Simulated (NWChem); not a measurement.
## Correlation energy of nitrogen dioxide (NO₂)

```
N
O 1 1.1917
O 1 1.1917 2 134.61
```
Charge 0, spin multiplicity 2.

Everything below was run with NWChem. All single points use one geometry, from UB3LYP/def2-SVP, a minimum by its harmonic frequencies.

Basis set: STO-3G. Each correlation energy counts from its own Hartree-Fock reference.

The correlated methods keep 3 core orbitals frozen. The unpaired electrons of the parent sit in orbitals of symmetry a1 (C2v labels of the run); other states weren't searched. The stability of the SCF solutions was not checked. Open-shell Hartree-Fock references start from PBE0 orbitals. No row is a measurement; the coupled-cluster row has its own basis-set and correlation limits.

One of these methods gave a correlation energy of -199.3 mHa. Which?
A. CCSD(T) on UHF
B. SCS-UMP2
C. UMP2
D. CCSD[T] on UHF

C, UMP2. The others give -189.7 (SCS-UMP2), -219.6 (CCSD[T] on UHF), -217.0 (CCSD(T) on UHF).
